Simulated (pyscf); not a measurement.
`[SiH3][AsH2]` + `[OH2]` -> `[OH][SiH2][AsH2]` + `[H][H]` (four-centre exchange; singlet surface; H–Si, H–O broken, O–Si, H–H formed). Optimised with ωB97X-D3(BJ)/def2-SVP in PySCF. Rate constants from transition-state theory, ωB97M-D3(BJ)/def2-TZVP energies (ideal gas, 1 atm, RRHO with modes under 100 cm⁻¹ raised to 100, one conformer, R ln 2 for chiral ones without a mode under 150 cm⁻¹; no tunnelling), k in cm³ molecule⁻¹ s⁻¹.

```
T (K)  1000/T  log10 k
-----  ------  -------
298     3.354   -39.21
600     1.667   -26.21
900     1.111        ?
1200    0.833   -19.38
```

Fit an Arrhenius line to the three values, give the activation energy, and predict k at 900 K.

Least squares gives log10 k = -12.96 − 7.84 × 1000/T, so Ea = 7.84 × ln 10 × 1.987 = 35.9 kcal/mol, against an electronic barrier of 35.5. At 900 K the line gives -21.67; the computed value is -21.74 (ΔG‡ = 66.3 kcal/mol), a factor 1.2 under the line, since the plot is curved. This is the saddle that the search found; another between the same sides may lie lower. Elements up to Kr have no core potential and no relativistic terms here.
